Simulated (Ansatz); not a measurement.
Geometry optimisation, RKS PBE-D4/def2-TZVP (Ansatz).

input.yaml

```yaml
crystal:
  periodic: [false, false, false]
  atoms:
    - { symbol: Si, position_ang: [-0.758469, 0.792378, -0.199189] }
    - { symbol: O, position_ang: [1.599376, -1.144751, 0.157143] }
    - { symbol: H, position_ang: [-1.173687, -0.428616, -0.949921] }
    - { symbol: H, position_ang: [-1.93603, 1.708372, -0.080331] }
    - { symbol: H, position_ang: [0.354883, 1.49798, -0.891388] }
    - { symbol: H, position_ang: [1.073644, -0.847079, 0.918939] }
    - { symbol: H, position_ang: [-0.36019, 0.41477, 1.143293] }
    - { symbol: H, position_ang: [1.200572, -1.992954, -0.098644] }
basis:
  gaussian: { orbitals: def2-TZVP }
hamiltonian:
  xc: pbe
  dispersion: d4
relax:
  f_tol: 0.03
  max_steps: 50
```

Launched with:

```bash
$ ansatz run input.yaml --threads 2 --pin off --max-ram 3072MiB --backend cpu --events-out ev --progress --plain --runs-dir out
```

Question: Where does it end, and by what steps?

Answer: It converged. The force dipped under the threshold on the way, but the program's further checks kept it going. After 14 steps the energy has fallen by 0.052 eV; H6 moved furthest, 0.62 Å.

```tsv
step	energy less start (eV)	largest force component (eV/Å)	accepted
0	0.0000	0.852	yes
1	-0.0385	0.236	yes
2	-0.0160	0.898	no
3	-0.0433	0.044	yes
4	-0.0464	0.047	yes
5	-0.0330	1.141	no
6	-0.0484	0.060	yes
7	-0.0468	0.521	no
8	-0.0492	0.040	yes
9	-0.0498	0.099	yes
10	-0.0503	0.182	yes
11	-0.0513	0.004	yes
12	-0.0514	0.124	yes
13	-0.0515	0.045	yes
14	-0.0516	0.002	yes
```

```xyz
8
Properties=species:S:1:pos:R:3
Si -0.831 0.842 -0.193
O 1.568 -1.127 0.091
H -1.182 -0.438 -0.879
H -2.007 1.763 -0.307
H 0.349 1.485 -0.834
H 1.574 -1.185 1.061
H -0.583 0.595 1.259
H 1.111 -1.935 -0.197
```

Whether the end is a true minimum wasn't checked by a vibrational analysis.

Time of the run: 18 s on 2 threads of Intel(R) Xeon(R) 6975P-C (Granite Rapids), with other jobs on the host, peak memory 0.16 GiB.
